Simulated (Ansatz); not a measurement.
System: Pb3O4 (P4₂/mbc, No. 135). Method: PBEsol (plane waves, PAW; Ansatz, a first-principles code).

Run with plane-wave cutoff 520 eV, 4×4×6 k mesh (along the axes of the cell as run), Fermi–Dirac smearing 0.01 eV, scalar-relativistic PAW data made under PBE.

Computed at the level's own relaxed cell.

**Question.** Predict the band gap, smallest direct gap on the k points sampled, lattice parameter a and lattice parameter c.

**Answer.** 
* **band gap**: 1.17 eV
* **smallest direct gap on the k points sampled**: 1.25 eV
* **lattice parameter a**: 8.834 Å
* **lattice parameter c**: 6.670 Å

Spin–orbit coupling is not included; with these elements it can move the gap by several tenths of an eV or more.

Computed values are for the static lattice.
